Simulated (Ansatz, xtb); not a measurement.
**Relative energy of two isomers of C6H7+**

We compare I, `C=C1C=C[CH+]C1`, a singlet, with II, `CC1=C[CH+]C=C1`, a singlet. Both are isolated ions in the gas phase, relaxed with PBE0-D3(BJ)/def2-SVP.

Quicker runs give these differences E(II) − E(I): GFN2-xTB +80.7 kJ/mol; HF/STO-3G +99.9 kJ/mol (at GFN2-xTB geometries); r2SCAN-D4/def2-SVP +112.7 kJ/mol (at GFN2-xTB geometries).

Task: Estimate E(II) − E(I) at the level CCSD(T)/def2-SVP + ΔMP2/def2-TZVPP.

Result: Calculated at CCSD(T)/def2-SVP + ΔMP2/def2-TZVPP: E(II) − E(I) = +97.3 kJ/mol, so structure I lies lower.

How the difference moves with the method:

```csv
level,geometry,E(II) − E(I) (kJ/mol),departure from the last row (kJ/mol),"job, with rough time for the two"
GFN2-xTB,GFN2-xTB,+80.7,−16.6,"optimisation, 0.18 s"
HF/STO-3G,GFN2-xTB,+99.9,+2.6,"single point, 0.74 s"
r2SCAN-D4/def2-SVP,GFN2-xTB,+112.7,+15.4,"single point, 3.9 s"
PBE0-D3(BJ)/def2-SVP,PBE0-D3(BJ)/def2-SVP,+107.9,+10.6,"optimisation, 45 s"
HF/def2-SVP,PBE0-D3(BJ)/def2-SVP,+96.2,−1.1,part of the CCSD(T) run
MP2/def2-SVP,PBE0-D3(BJ)/def2-SVP,+109.0,+11.7,part of the CCSD(T) run
CCSD(T)/def2-SVP,PBE0-D3(BJ)/def2-SVP,+98.9,+1.6,single point
CCSD(T)/def2-SVP + ΔMP2/def2-TZVPP,PBE0-D3(BJ)/def2-SVP,+97.3,,"single point, 70 s"
```

As drawn, both hold the same kinds of bond in the same numbers. Structure I has 0 methyl groups, II 1.

None of the levels shown reverses the order. The largest departure from CCSD(T)/def2-SVP + ΔMP2/def2-TZVPP is that of GFN2-xTB, 16.6 kJ/mol. The last row adds to CCSD(T) the change of the MP2 difference between the two basis sets, here −1.6 kJ/mol.

With thermal terms from frequencies at re-optimised GFN2-xTB minima (ideal gas, soft modes damped towards free rotors, one conformer each, 298.15 K, 1 atm): on the last row, ΔE + ΔZPE = +92.1, ΔH = +94.0, ΔG = +89.1 kJ/mol.

The correlated steps freeze 6 core orbitals. Codes used: Ansatz 0.2.0, xtb 6.7.1; the last row on 2 threads of Intel(R) Xeon(R) Processor @ 2.70GHz on a shared host.
